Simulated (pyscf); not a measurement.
A first-order saddle from PySCF, ωB97X-D3(BJ)/def2-SVP:

```xyz
9

Sn    -1.5876    -1.2016     0.2359
H     -0.6573     0.1810    -0.3403
H     -0.9009    -2.6574    -0.3437
H     -3.2041    -1.0992    -0.3147
H     -1.5910    -1.2386     1.9463
C      0.3221     1.6150    -0.9327
H      1.2964     1.1261    -1.0202
H     -0.2279     1.8224    -1.8548
H      0.1641     2.2862    -0.0839
```
Charge 0, spin multiplicity 2.

Surface: doublet, charge 0. Lowest wavenumbers (cm⁻¹): 346i, 7, 149, 149, 422.

### Question
What reaction is this the transition state of?

### Answer
SnH₄ + CH₃• ⇌ SnH₃• + CH₄, a hydrogen abstraction read from left to right: H–Sn broken and C–H formed. At CCSD(T)/def2-TZVPP + ΔMP2(QZVPP) it lies +3.5 kcal/mol from the left side and +34.7 kcal/mol from the right (each side as separated species at their lowest minima found). One saddle was located; it need not be the lowest between these sides. The angle at the transferred H is 180°. The CCSD(T) − MP2 part came from Ansatz, without density fitting, on the same reference. The frozen core leaves the outer d or s,p core shells of the metals and heavy elements correlated in the MP2 and CC values, and def2-TZVPP describes them poorly, which can shift differences by a few kcal/mol. Elements past Kr carry the def2 core potentials, without spin-orbit coupling.
